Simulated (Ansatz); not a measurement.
This geometry of BH4N + H2S (9 atoms, charge 0, multiplicity 1) is a first-order saddle point.

All numbers below come from Ansatz 0.2.0, RKS PBE/6-31G*.

```xyz
9
Properties=species:S:1:pos:R:3
B -0.205 0.305 0.019
H -0.192 -0.232 1.210
H 0.895 0.036 -0.414
N -1.551 0.096 -0.551
H -1.811 -0.895 -0.574
H -1.612 0.446 -1.512
S 0.022 2.304 0.549
H -1.304 2.499 0.792
H -0.120 0.851 1.322
```

**Question.** Which two structures does it join? (They come from a converged band through this point; their orientation in space is the band's.)

**Answer.** Bonds broken: B1–H2, S7–H9. Bonds formed: B1–S7, H2–H9. BH4N + H2S becomes BH4NS + H2.

Initial state:

```xyz
9
Properties=species:S:1:pos:R:3
B 0.054 -0.624 -0.432
H 0.203 -1.150 0.643
H 0.934 -0.560 -1.254
N -1.190 -0.051 -0.731
H -1.996 -0.100 -0.109
H -1.405 0.380 -1.629
S -1.170 3.029 1.395
H -0.853 2.009 0.548
H -0.455 2.479 2.411
```

Final state:

```xyz
9
Properties=species:S:1:pos:R:3
B -0.187 0.709 -0.776
H -0.029 -0.237 3.114
H 0.847 0.192 -1.108
N -1.400 0.032 -0.975
H -1.430 -0.896 -1.392
H -2.318 0.394 -0.722
S -0.029 2.371 -0.028
H -1.349 2.621 0.206
H 0.016 0.226 2.522
```

**Question.** How far does it lie above each of them?

**Answer.** 1.27 eV above the first and 1.78 eV above the second. This is the barrier of this one path; another mechanism may lie lower. The orbitals stay closed-shell, which can raise the energy where a bond breaks towards radicals; this wasn't checked here.

Time of the run: 120 s on 1 thread of Intel(R) Xeon(R) Platinum 8488C (Sapphire Rapids), with other jobs on the host, peak memory 0.13 GiB.
